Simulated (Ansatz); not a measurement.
hcp Co was calculated with PBE-D3(BJ) (plane waves, PAW; Ansatz, a quantum-chemistry and plane-wave program).

Numerical settings: plane-wave cutoff 520 eV, 24×24×14 k mesh (along the axes of the cell as run), Fermi–Dirac smearing 0.05 eV, spin-polarised with parallel moments, scalar-relativistic PAW data made under PBE.

Shape and atoms are relaxed at each volume.

Pressure at four volumes; x = ln(V/10.548 Å³). One pressure is withheld.

| V (Å³/atom) | x | P (GPa) |
|---|---|---|
| 10.126 | -0.0408 | 10.25 |
| 10.548 | 0.0000 | -0.02 |
| 10.759 | 0.0198 | -4.39 |
| 10.970 | 0.0392 | ? |

Q: Pass a parabola P(x) through the three rows shown, estimate the bulk modulus and its pressure derivative near zero pressure, and predict the withheld pressure.

A: Slopes between the rows: (-0.02 − (10.25))/(0.0000 − (-0.0408)) = -251.72 and (-4.39 − (-0.02))/(0.0198 − (0.0000)) = -220.71 GPa. Their difference over the span 0.0606 is c = 31.01/0.0606 = 511.7 GPa, so P(x) = 10.25 + (-251.72)(x − (-0.0408)) + 511.7 (x − (-0.0408))(x − (0.0000)). At the middle row B = −dP/dx = −[-251.72 + 511.7 × 0.0408] = 230.8 GPa, and B′ = dB/dP = 2c/B = 4.4. At x = 0.0392 the parabola gives -8.28 GPa; the run gives -8.33 GPa. The Birch–Murnaghan fit to the energies at all volumes has B0 = 231 GPa and B′ = 4.2.

Measured, for comparison: bulk modulus 193 GPa (zero-point energy and finite temperature contributions removed, our sources range from 193 to 198; as tabulated in doi:10.1021/acs.jctc.3c00612). Computed (rounded) less measured: bulk modulus +20 % (+17 % to +20 % over the range).

Note: the bulk modulus comes from volumes at which shape and atoms were relaxed.
